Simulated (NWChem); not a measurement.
Molecule: NaCl; SMILES [Na][Cl]

```xyz
2

Na     0.0000     0.0000    -1.4097
Cl     0.0000     0.0000     0.9285
```
Atoms are numbered in this order, from 1.

Geometry: optimised at PBE0/def2-SVP.

Problem. List the 6 lowest vertical singlet excitations and the 6 lowest triplet ones from CAM-B3LYP/def2-SVPD, TDA (NWChem).

Solution. 
```
state  energy (eV)  oscillator strength  leading excitation (squared amplitude)
-----  -----------  -------------------  --------------------------------------
S1            4.11                0.017                      HOMO → LUMO (0.95)
S2            4.11                0.017                    HOMO−1 → LUMO (0.95)
S3            4.79                0.108                    HOMO−2 → LUMO (0.94)
S4            6.00                0.000                  HOMO−1 → LUMO+2 (0.25)
S5            6.00                0.000                  HOMO−1 → LUMO+1 (0.25)
S6            6.02                0.000                  HOMO−1 → LUMO+2 (0.29)
T1            4.03       spin-forbidden                      HOMO → LUMO (0.94)
T2            4.03       spin-forbidden                    HOMO−1 → LUMO (0.94)
T3            4.44       spin-forbidden                    HOMO−2 → LUMO (0.93)
T4            5.92       spin-forbidden                  HOMO−1 → LUMO+1 (0.28)
T5            5.96       spin-forbidden                  HOMO−1 → LUMO+2 (0.24)
T6            5.96       spin-forbidden                  HOMO−1 → LUMO+1 (0.24)
```
